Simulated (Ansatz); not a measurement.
Ansatz (a first-principles code) input (B3LYP/6-31G**): The .json file is the Basis Set Exchange's 6-31G**.

Ansatz 0.2 input:
```yaml
crystal:
  periodic: [false, false, false]
  atoms:
    - {symbol: N, position_ang: [-0.00604726, 0.07245881, 1.41596088]}
    - {symbol: C, position_ang: [0.00611832, 0.05420329, -1.33253835]}
    - {symbol: C, position_ang: [0.00075354, 1.15688179, 0.73845087]}
    - {symbol: C, position_ang: [-0.00725914, -1.10497655, 0.76438931]}
    - {symbol: C, position_ang: [-0.00124318, -1.14569099, -0.61962459]}
    - {symbol: C, position_ang: [0.00728081, 1.26242812, -0.64570663]}
    - {symbol: H, position_ang: [0.01090499, 0.04443784, -2.41599051]}
    - {symbol: H, position_ang: [-0.01307795, -2.00605563, 1.36507020]}
    - {symbol: H, position_ang: [-0.00227616, -2.09704255, -1.13399480]}
    - {symbol: H, position_ang: [0.01287787, 2.21437463, -1.15663470]}
basis:
  gaussian:
    orbitals: 6-31G__.json
hamiltonian:
  xc: {name: B3LYP}
magnetization: {spin_polarized: true, initial_magnetization: 1}
output: {forces: true}
```

Problem. Predict the final energy.

Solution. -247.61201 Eh.
